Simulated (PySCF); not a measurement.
# How the functional moves excitation energies

Species: formic acid, CH2O2.
SMILES: `OC=O`

Linear-response calculations in the def2-SVPD basis (PySCF; singlets by full response, triplets Tamm–Dancoff, core orbitals frozen in the response; HF means time-dependent Hartree–Fock). 'Strongest' is the level of largest summed f among the singlets computed (10 roots, of which the last may lack a degenerate partner); it can jump between rows when another state enters that window. S1 is the lowest singlet of each run and needn't be the same state throughout; f(S1) is that of one state. Geometry: PBE0-D3(BJ)/def2-SVP, one conformer, isolated molecule.

```tsv
functional	kind	S1 (eV)	f(S1)	strongest (eV)	T1 (eV)	HOMO (eV)	gap (eV)	ionisation energy, ΔSCF (eV)
LDA	LDA	5.65	0.001	8.46	5.15	-7.18	5.39	11.69
PBE	GGA	5.71	0.001	8.43	5.14	-7.00	5.49	11.39
B3LYP	global hybrid, 20% exact exchange	5.84	0.001	8.70	5.29	-8.45	7.79	11.55
PBE0	global hybrid, 25% exact exchange	5.89	0.001	8.86	5.30	-8.69	8.37	11.45
BHandHLYP	global hybrid, 50% exact exchange	6.08	0.001	9.23	5.53	-10.36	11.26	11.37
CAM-B3LYP	range-separated hybrid	5.87	0.001	8.86	5.32	-10.21	11.07	11.61
wB97X-D	range-separated hybrid	5.93	0.001	8.96	5.42	-10.64	12.26	11.54
LC-wPBE	range-separated hybrid	5.88	0.001	9.06	5.29	-11.51	13.72	11.64
HF	Hartree–Fock	6.57	0.001	11.89	6.04	-13.02	15.46	not settled
```

S1 runs from 5.65 eV (LDA) to 6.57 eV (HF), a spread of 0.91 eV, while the orbital gap spreads over 10.1 eV. Along PBE (0%), B3LYP (20%), PBE0 (25%), BHandHLYP (50%), HF (100%) S1 rises with the share of exact exchange. −ε(HOMO) comes closest to its own ΔSCF ionisation energy with LC-wPBE (-0.13 eV) and misses most with LDA (-4.51 eV). 'Not settled' means that the ion's SCF failed to converge or may have ended in another state than the lowest.
